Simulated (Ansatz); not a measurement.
Two shapes of singlet C2H4.

Shape 1:

```xyz
6

C    -0.0229    0.0238   -0.7029
C     0.0451   -0.0141    0.6490
H     0.0071   -0.9752   -1.2178
H    -0.0247    0.8992   -1.2697
H     0.0182   -0.9572    1.2018
H     0.0414    0.9100    1.2587
```

Shape 2:

```xyz
6

C     0.0000    0.0000   -0.6121
C     0.0000    0.0000    0.6121
H     0.0000   -0.8567   -1.1411
H     0.0000    0.8567   -1.1411
H     0.0000   -0.8567    1.1411
H     0.0000    0.8567    1.1411
```

Basis set: 6-31G* (spherical functions). Left uncorrelated: 2 orbitals. Charge 0, multiplicity 1.

Computed with Ansatz (development build ahead of 0.2.0); each method stands on the lowest determinant of its kind that the runs found.

Problem. Which shape is lower in energy, and by how much in each method?

Solution.

```
 method  E(2) − E(1) (eV)
    RHF             0.649
RHF-MP2             0.933
```

Shape 1 is lower. Caution: no unrestricted run beside it, a lower state can exist.
